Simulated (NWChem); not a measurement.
System: F anion

The following NWChem deck was run.

```
start job
memory heap 200 mb stack 900 mb global 1100 mb
charge -1
geometry units angstroms noautoz
  F      0.000000     0.000000     0.000000
end
basis spherical
  * library 6-31g*
end
dft
  xc mn15
  iterations 150
  mulliken
end
task dft gradient
```

NWChem printed, in part:

```
             Northwest Computational Chemistry Package (NWChem) 7.3.0
             --------------------------------------------------------

                             Geometry "geometry" -> ""
                             -------------------------

 Output coordinates in angstroms (scale by  1.889725989 to convert to a.u.)

  No.       Tag          Charge          X              Y              Z
 ---- ---------------- ---------- -------------- -------------- --------------
    1 F                    9.0000     0.00000000     0.00000000     0.00000000

 Effective nuclear repulsion energy (a.u.)       0.0000000000

                                 NWChem DFT Module
                                 -----------------

 Summary of "ao basis" -> "ao basis" (spherical)
 ------------------------------------------------------------------------------
       Tag                 Description            Shells   Functions and Types
 ---------------- ------------------------------  ------  ---------------------
 F                           6-31g*                  6       14   3s2p1d

            General Information
            -------------------
          SCF calculation type: DFT
          Wavefunction type:  closed shell.
          No. of atoms     :     1
          No. of electrons :    10
           Alpha electrons :     5
            Beta electrons :     5
          Charge           :    -1
          Spin multiplicity:     1
          Use of symmetry is: off; symmetry adaption is: off
          Maximum number of iterations: 150
          AO basis - number of functions:    14
                     number of shells:     6
          Convergence on energy requested:  1.00D-06
          Convergence on density requested:  1.00D-05
          Convergence on gradient requested:  5.00D-04

              XC Information
              --------------
                         MN15 Method XC Functional
                     Hartree-Fock (Exact) Exchange  0.440
                          MN15 Exchange Functional  1.000
                        MN15 Correlation Potential  1.000

             Grid Information
             ----------------
          Grid used for XC integration:  medium
          Radial quadrature: Mura-Knowles
          Angular quadrature: Lebedev.
          Tag              B.-S. Rad. Rad. Pts. Rad. Cut. Ang. Pts.
          ---              ---------- --------- --------- ---------
          F                   0.50       49           3.0       434
          Grid pruning is: on
          Number of quadrature shells:    49
          Spatial weights used:  Erf1

      Superposition of Atomic Density Guess
      -------------------------------------

 Sum of atomic energies:         -99.37233202

 Renormalizing density from       9.00 to     10

      Non-variational initial energy
      ------------------------------

 Total energy =    -105.040404
 1-e energy   =    -154.762325
 2-e energy   =      49.721921
 HOMO         =       0.213533
 LUMO         =       2.258186

     ---------------------------------------------
      Total Density - Mulliken Population Analysis
     ---------------------------------------------

    Atom       Charge   Shell Charges
 -----------   ------   -------------------------------------------------------
    1 F    9    10.00   2.00  0.77  2.71  1.24  3.29  0.00

   convergence    iter        energy       DeltaE   RMS-Dens  Diis-err
 ---------------- ----- ----------------- --------- --------- ---------
 d= 0,ls=0.0,diis     1    -99.5023710026 -9.95D+01  7.49D-02  2.18D+00
 d= 0,ls=0.0,diis     2    -99.5063557869 -3.98D-03  3.82D-02  2.21D+00
 d= 0,ls=0.0,diis     3    -99.6663828710 -1.60D-01  6.81D-04  2.45D-04
 d= 0,ls=0.0,diis     4    -99.6664055123 -2.26D-05  5.99D-05  2.52D-06
 d= 0,ls=0.0,diis     5    -99.6664057048 -1.92D-07  1.46D-07  3.33D-11

         Total DFT energy =      -99.666405704769
      One electron energy =     -145.037992560184
           Coulomb energy =       56.149052549557
    Exchange-Corr. energy =      -10.777465694142
 Nuclear repulsion energy =        0.000000000000

 Numeric. integr. density =        9.999999861973

                       DFT Final Molecular Orbital Analysis
                       ------------------------------------

 Vector    3  Occ=2.000000D+00  E= 1.194833D-01
              MO Center= -2.9D-15,  7.4D-17,  9.5D-17, r^2= 4.6D-01
   Bfn.  Coefficient  Atom+Function         Bfn.  Coefficient  Atom+Function
  ----- ------------  ---------------      ----- ------------  ---------------
     3      0.623940  1 F  px                 7      0.522427  1 F  px
     4      0.056654  1 F  py                 8      0.047436  1 F  py
     5      0.039583  1 F  pz                 9      0.033143  1 F  pz

 Vector    4  Occ=2.000000D+00  E= 1.194833D-01
              MO Center=  4.8D-16, -2.0D-15,  3.0D-16, r^2= 4.6D-01
   Bfn.  Coefficient  Atom+Function         Bfn.  Coefficient  Atom+Function
  ----- ------------  ---------------      ----- ------------  ---------------
     4      0.625090  1 F  py                 8      0.523389  1 F  py
     3     -0.057257  1 F  px                 7     -0.047942  1 F  px

 Vector    5  Occ=2.000000D+00  E= 1.194833D-01
              MO Center=  5.4D-16,  4.0D-16, -2.1D-15, r^2= 4.6D-01
   Bfn.  Coefficient  Atom+Function         Bfn.  Coefficient  Atom+Function
  ----- ------------  ---------------      ----- ------------  ---------------
     5      0.626458  1 F  pz                 9      0.524534  1 F  pz
     3     -0.038705  1 F  px                 7     -0.032408  1 F  px

 Vector    6  Occ=0.000000D+00  E= 1.704639D+00
              MO Center=  8.7D-15,  1.9D-15, -2.5D-15, r^2= 8.3D-01
   Bfn.  Coefficient  Atom+Function         Bfn.  Coefficient  Atom+Function
  ----- ------------  ---------------      ----- ------------  ---------------
     7     -0.960166  1 F  px                 3      0.905039  1 F  px
     9      0.311339  1 F  pz                 5     -0.293463  1 F  pz
     8     -0.193251  1 F  py                 4      0.182156  1 F  py

 Vector    7  Occ=0.000000D+00  E= 1.704639D+00
              MO Center=  4.0D-15, -2.5D-16,  1.0D-14, r^2= 8.3D-01
   Bfn.  Coefficient  Atom+Function         Bfn.  Coefficient  Atom+Function
  ----- ------------  ---------------      ----- ------------  ---------------
     9     -0.971924  1 F  pz                 5      0.916122  1 F  pz
     7     -0.327923  1 F  px                 3      0.309096  1 F  px
     8      0.063458  1 F  py                 4     -0.059814  1 F  py

 Vector    8  Occ=0.000000D+00  E= 1.704639D+00
              MO Center= -8.5D-16,  7.9D-15,  1.4D-15, r^2= 8.3D-01
   Bfn.  Coefficient  Atom+Function         Bfn.  Coefficient  Atom+Function
  ----- ------------  ---------------      ----- ------------  ---------------
     8     -1.007385  1 F  py                 4      0.949547  1 F  py
     7      0.163536  1 F  px                 3     -0.154147  1 F  px
     9     -0.120950  1 F  pz                 5      0.114005  1 F  pz

     ---------------------------------------------
      Total Density - Mulliken Population Analysis
     ---------------------------------------------

    Atom       Charge   Shell Charges
 -----------   ------   -------------------------------------------------------
    1 F    9    10.00   2.00  0.82  3.35  1.18  2.65  0.00

     -------------------------------------------
      Total Density - Lowdin Population Analysis
     -------------------------------------------

    Atom       Charge   Shell Charges
 -----------   ------   -------------------------------------------------------
    1 F    9    10.00   1.99  0.88  3.31  1.13  2.69  0.00

            General Information
            -------------------
          SCF calculation type: DFT
          Wavefunction type:  closed shell.
          No. of atoms     :     1
          No. of electrons :    10
           Alpha electrons :     5
            Beta electrons :     5
          Charge           :    -1
          Spin multiplicity:     1
          Use of symmetry is: off; symmetry adaption is: off
          Maximum number of iterations: 150
          AO basis - number of functions:    14
                     number of shells:     6
          Convergence on energy requested:  1.00D-06
          Convergence on density requested:  1.00D-05
          Convergence on gradient requested:  5.00D-04

              XC Information
              --------------
                         MN15 Method XC Functional
                     Hartree-Fock (Exact) Exchange  0.440
                          MN15 Exchange Functional  1.000
                        MN15 Correlation Potential  1.000

             Grid Information
             ----------------
          Grid used for XC integration:  medium
          Radial quadrature: Mura-Knowles
          Angular quadrature: Lebedev.
          Tag              B.-S. Rad. Rad. Pts. Rad. Cut. Ang. Pts.
          ---              ---------- --------- --------- ---------
          F                   0.50       49           3.0       434
          Grid pruning is: on
          Number of quadrature shells:    49
          Spatial weights used:  Erf1

          Convergence Information
          -----------------------
          Convergence aids based upon iterative change in
          total energy or number of iterations.
          Levelshifting, if invoked, occurs when the
          HOMO/LUMO gap drops below (HL_TOL):  1.00D-02
          DIIS, if invoked, will attempt to extrapolate
          using up to (NFOCK): 10 stored Fock matrices.

[...]

                         DFT ENERGY GRADIENTS

    atom               coordinates                        gradient
                 x          y          z           x          y          z
   1 F       0.000000   0.000000   0.000000   -0.000000  -0.000000  -0.000000
```

Level: MN15/6-31G* (spherical d). Sets without diffuse functions describe the anion's extra electron poorly. The highest occupied level is positive, so the extra electron may be held by the finite basis.
